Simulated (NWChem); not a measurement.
# UPBE0/aug-cc-pVDZ run of triplet SiH3Cl

Aim: the energy of triplet SiH3Cl. 

The results are computed with NWChem 7.3.0.

6 further runs of the same task are left out: 5 that didn't finish, 1 set aside as unsound or not needed.

## 1. Starting point

SiH3Cl: 5 atoms, total charge 0, spin state triplet. As SMILES of the parent species, `[SiH3]Cl`. The shape is that of a PBE0-D4/def2-TZVP optimisation. That shape belongs to the parent species and isn't relaxed for this state.

Bond lengths: Si1–Cl2 2.054 Å, Si1–H3 1.481 Å, Si1–H4 1.481 Å, Si1–H5 1.481 Å. Angles: Cl2–Si1–H3 108.5°, Cl2–Si1–H4 108.5°, Cl2–Si1–H5 108.5°, H3–Si1–H4 110.4°, H3–Si1–H5 110.4°, H4–Si1–H5 110.4°.

## 2. A single-point energy at UPBE0/aug-cc-pVDZ

File a.nw:

```
start a
memory 2200 mb

geometry noautosym nocenter noautoz
   Si      -0.112000       0.018600      -0.030900
   Cl       1.838300      -0.513500       0.329900
   H       -0.950900      -0.488300       1.079100
   H       -0.534700      -0.585700      -1.314900
   H       -0.190800       1.495400      -0.104700
end

basis spherical bse
   * library aug-cc-pVDZ
end

dft
   xc pbe0
   mult 3
   grid xfine
   convergence energy 1e-08
   iterations 100
   mulliken
end

task dft energy
```

On the command line:

```bash
$ nwchem a.nw > a.out
```

Q: Predict the results. Wanted: total energy; dipole moment; HOMO energy; ⟨S²⟩.

Answer, from the run:

Level: UPBE0/aug-cc-pVDZ.

```
                          quantity          value
                      total energy  -751.00234 Eh
                     dipole moment         1.14 D
HOMO energy (highest over α and β)       -2.68 eV
                              ⟨S²⟩          2.006
```

What this shows: Mulliken charges run from -0.69 on Si1 to +0.24 on H3; in a basis this large or diffuse they mean little.
